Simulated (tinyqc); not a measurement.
UHF in the sto-3g basis, for BH3, spin multiplicity 1, step by step. One step of it, computed by the program tinyqc.

Task: Iteration 1: diagonalisation and new density. Diagonalise F' = X^T F X, C = X C', fill 4 alpha and 4 beta electrons from the bottom; D(s) = C_occ C_occ^T. Each column has its largest component positive (the first on a tie).

F(alpha) (hartree):
```
            1B 1s      1B 2s     1B 2px     1B 2py     1B 2pz      2H 1s      3H 1s      4H 1s
1B 1s   -7.168943  -2.132132   0.000249   0.000148  -0.001073  -0.560908  -0.560487  -0.560718
1B 2s   -2.132132  -1.027135   0.001520  -0.002315   0.010999  -0.551181  -0.552568  -0.551066
1B 2px   0.000249   0.001520  -0.170406   0.000069  -0.000012  -0.372412   0.187860   0.187721
1B 2py   0.000148  -0.002315   0.000069  -0.156532  -0.097215  -0.000070  -0.317046   0.316666
1B 2pz  -0.001073   0.010999  -0.000012  -0.097215   0.330650   0.008505  -0.037862   0.054951
2H 1s   -0.560908  -0.551181  -0.372412  -0.000070   0.008505  -0.359912  -0.167467  -0.167610
3H 1s   -0.560487  -0.552568   0.187860  -0.317046  -0.037862  -0.167467  -0.360841  -0.171375
4H 1s   -0.560718  -0.551066   0.187721   0.316666   0.054951  -0.167610  -0.171375  -0.361336
```

F(beta) (hartree):
```
            1B 1s      1B 2s     1B 2px     1B 2py     1B 2pz      2H 1s      3H 1s      4H 1s
1B 1s   -7.168943  -2.132132   0.000249  -0.000148  -0.001073  -0.560908  -0.560718  -0.560487
1B 2s   -2.132132  -1.027135   0.001520   0.002315   0.010999  -0.551181  -0.551066  -0.552568
1B 2px   0.000249   0.001520  -0.170406  -0.000069  -0.000012  -0.372412   0.187721   0.187860
1B 2py  -0.000148   0.002315  -0.000069  -0.156532   0.097215   0.000070  -0.316666   0.317046
1B 2pz  -0.001073   0.010999  -0.000012   0.097215   0.330650   0.008505   0.054951  -0.037862
2H 1s   -0.560908  -0.551181  -0.372412   0.000070   0.008505  -0.359912  -0.167610  -0.167467
3H 1s   -0.560718  -0.551066   0.187721  -0.316666   0.054951  -0.167610  -0.361336  -0.171375
4H 1s   -0.560487  -0.552568   0.187860   0.317046  -0.037862  -0.167467  -0.171375  -0.360841
```

X:
```
            1B 1s      1B 2s     1B 2px     1B 2py     1B 2pz      2H 1s      3H 1s      4H 1s
1B 1s    1.033599  -0.182770   0.000010   0.000000   0.000983   0.027993   0.027998   0.027998
1B 2s   -0.182770   1.465199  -0.000066   0.000000  -0.010364  -0.362633  -0.362569  -0.362569
1B 2px   0.000010  -0.000066   1.222053   0.000000   0.000001  -0.375811   0.188016   0.188016
1B 2py   0.000000   0.000000   0.000000   1.221738   0.000000   0.000000  -0.325258   0.325258
1B 2pz   0.000983  -0.010364   0.000001   0.000000   1.000246   0.008645   0.008643   0.008643
2H 1s    0.027993  -0.362633  -0.375811   0.000000   0.008645   1.290296  -0.018207  -0.018207
3H 1s    0.027998  -0.362569   0.188016  -0.325258   0.008643  -0.018207   1.290172  -0.018102
4H 1s    0.027998  -0.362569   0.188016   0.325258   0.008643  -0.018207  -0.018102   1.290172
```

Give: F' = X^T F X; orbital energies; coefficients C; F' = X^T F X; orbital energies; coefficients C; D(alpha) after iteration 1; D(beta) after iteration 1.

Result:

F' = X^T F X (alpha) (hartree):
```
         1        2        3        4        5        6        7        8
1  -6.9696  -1.1881   0.0001   0.0004  -0.0006  -0.0750  -0.0746  -0.0749
2  -1.1881  -0.0428   0.0015  -0.0023  -0.0040  -0.4154  -0.4140  -0.4135
3   0.0001   0.0015   0.2190   0.0000   0.0000  -0.5024   0.2517   0.2514
4   0.0004  -0.0023   0.0000   0.2299  -0.0886  -0.0001  -0.4309   0.4303
5  -0.0006  -0.0040   0.0000  -0.0886   0.3311   0.0105  -0.0185   0.0396
6  -0.0750  -0.4154  -0.5024  -0.0001   0.0105   0.1234  -0.0613  -0.0612
7  -0.0746  -0.4140   0.2517  -0.4309  -0.0185  -0.0613   0.1191  -0.0626
8  -0.0749  -0.4135   0.2514   0.4303   0.0396  -0.0612  -0.0626   0.1186
```

orbital energies (alpha) (hartree): MO1 -7.1762, MO2 -0.6099, MO3 -0.4150, MO4 -0.4148, MO5 0.3392, MO6 0.7710, MO7 0.8168, MO8 0.8178

coefficients C (alpha):
```
            MO1      MO2      MO3      MO4      MO5      MO6      MO7      MO8
1B 1s    0.9894  -0.2253  -0.0020   0.0014  -0.0111  -0.2721  -0.0149   0.0026
1B 2s    0.0437   0.5158   0.0051  -0.0049   0.0478   1.5157   0.0836  -0.0131
1B 2px  -0.0001  -0.0048   0.4851  -0.1900  -0.0002  -0.0668   1.1443  -0.3465
1B 2py   0.0000   0.0015  -0.1881  -0.4798   0.0258  -0.0115   0.3470   1.1478
1B 2pz  -0.0002  -0.0074  -0.0444  -0.1130   0.9889  -0.0514  -0.0240  -0.0700
2H 1s   -0.0081   0.2930   0.4719  -0.1840  -0.0137  -0.6969  -1.0107   0.2989
3H 1s   -0.0082   0.3001  -0.3916  -0.3130  -0.1319  -0.7702   0.1909  -0.9747
4H 1s   -0.0082   0.2998  -0.0740   0.4976   0.1041  -0.7894   0.6946   0.6922
```

F' = X^T F X (beta) (hartree):
```
         1        2        3        4        5        6        7        8
1  -6.9696  -1.1881   0.0001  -0.0004  -0.0006  -0.0750  -0.0749  -0.0746
2  -1.1881  -0.0428   0.0015   0.0023  -0.0040  -0.4154  -0.4135  -0.4140
3   0.0001   0.0015   0.2190   0.0000   0.0000  -0.5024   0.2514   0.2517
4  -0.0004   0.0023   0.0000   0.2299   0.0886   0.0001  -0.4303   0.4309
5  -0.0006  -0.0040   0.0000   0.0886   0.3311   0.0105   0.0396  -0.0185
6  -0.0750  -0.4154  -0.5024   0.0001   0.0105   0.1234  -0.0612  -0.0613
7  -0.0749  -0.4135   0.2514  -0.4303   0.0396  -0.0612   0.1186  -0.0626
8  -0.0746  -0.4140   0.2517   0.4309  -0.0185  -0.0613  -0.0626   0.1191
```

orbital energies (beta) (hartree): MO1 -7.1762, MO2 -0.6099, MO3 -0.4150, MO4 -0.4148, MO5 0.3392, MO6 0.7710, MO7 0.8168, MO8 0.8178

coefficients C (beta):
```
            MO1      MO2      MO3      MO4      MO5      MO6      MO7      MO8
1B 1s    0.9894  -0.2253  -0.0020   0.0014  -0.0111  -0.2721  -0.0149  -0.0026
1B 2s    0.0437   0.5158   0.0051  -0.0049   0.0478   1.5157   0.0836   0.0131
1B 2px  -0.0001  -0.0048   0.4851  -0.1900  -0.0002  -0.0668   1.1443   0.3465
1B 2py   0.0000  -0.0015   0.1881   0.4798  -0.0258   0.0115  -0.3470   1.1478
1B 2pz  -0.0002  -0.0074  -0.0444  -0.1130   0.9889  -0.0514  -0.0240   0.0700
2H 1s   -0.0081   0.2930   0.4719  -0.1840  -0.0137  -0.6969  -1.0107  -0.2989
3H 1s   -0.0082   0.2998  -0.0740   0.4976   0.1041  -0.7894   0.6946  -0.6922
4H 1s   -0.0082   0.3001  -0.3916  -0.3130  -0.1319  -0.7702   0.1909   0.9747
```

D(alpha) after iteration 1:
```
          1B 1s    1B 2s   1B 2px   1B 2py   1B 2pz    2H 1s    3H 1s    4H 1s
1B 1s    1.0297  -0.0730  -0.0002  -0.0006   0.0014  -0.0752  -0.0754  -0.0748
1B 2s   -0.0730   0.2680   0.0009   0.0021  -0.0035   0.1541   0.1540   0.1515
1B 2px  -0.0002   0.0009   0.2714  -0.0001   0.0000   0.2625  -0.1319  -0.1319
1B 2py  -0.0006   0.0021  -0.0001   0.2655   0.0625  -0.0001   0.2243  -0.2244
1B 2pz   0.0014  -0.0035   0.0000   0.0625   0.0148  -0.0023   0.0505  -0.0551
2H 1s   -0.0752   0.1541   0.2625  -0.0001  -0.0023   0.3425  -0.0392  -0.0386
3H 1s   -0.0754   0.1540  -0.1319   0.2243   0.0505  -0.0392   0.3414  -0.0367
4H 1s   -0.0748   0.1515  -0.1319  -0.2244  -0.0551  -0.0386  -0.0367   0.3430
```

D(beta) after iteration 1:
```
          1B 1s    1B 2s   1B 2px   1B 2py   1B 2pz    2H 1s    3H 1s    4H 1s
1B 1s    1.0297  -0.0730  -0.0002   0.0006   0.0014  -0.0752  -0.0748  -0.0754
1B 2s   -0.0730   0.2680   0.0009  -0.0021  -0.0035   0.1541   0.1515   0.1540
1B 2px  -0.0002   0.0009   0.2714   0.0001   0.0000   0.2625  -0.1319  -0.1319
1B 2py   0.0006  -0.0021   0.0001   0.2655  -0.0625   0.0001   0.2244  -0.2243
1B 2pz   0.0014  -0.0035   0.0000  -0.0625   0.0148  -0.0023  -0.0551   0.0505
2H 1s   -0.0752   0.1541   0.2625   0.0001  -0.0023   0.3425  -0.0386  -0.0392
3H 1s   -0.0748   0.1515  -0.1319   0.2244  -0.0551  -0.0386   0.3430  -0.0367
4H 1s   -0.0754   0.1540  -0.1319  -0.2243   0.0505  -0.0392  -0.0367   0.3414
```
